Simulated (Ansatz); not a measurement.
Cu₂ZnSiTe₄ (I-42m, No. 121; cell taken from a computed entry), treated with r²SCAN in Ansatz (PAW).

Settings: plane-wave cutoff 560 eV, 8×8×8 k mesh, Fermi–Dirac smearing 0.01 eV, no spin polarisation, scalar-relativistic PAW data made under PBE.

Cell (relaxed with PBEsol):

```
CELL_PARAMETERS angstrom
     -2.97005     2.97005     5.88835
      2.97005    -2.97005     5.88835
      2.97005     2.97005    -5.88835
ATOMIC_POSITIONS crystal
  Zn 0.00000 0.00000 0.00000
  Si 0.50000 0.50000 0.00000
  Cu 0.75000 0.25000 0.50000
  Cu 0.25000 0.75000 0.50000
  Te 0.38774 0.87387 0.00000
  Te 0.12613 0.12613 0.51388
  Te 0.87387 0.38774 0.00000
  Te 0.61226 0.61226 0.48612
```

### Question
Estimate the band gap and smallest direct gap on the k points sampled that the calculation returns.

### Answer

* **band gap**: 0.49 eV
* **smallest direct gap on the k points sampled**: 0.62 eV

Note: cell and atoms aren't relaxed at this level (largest force component 0.15 eV/Å, pressure 1.3 GPa).

Spin–orbit coupling is not included; with these elements it can move the gap by several tenths of an eV or more.

Computed values are for the static lattice.

Computing time: very roughly 3 core-minutes.

Ansatz is a first-principles code.
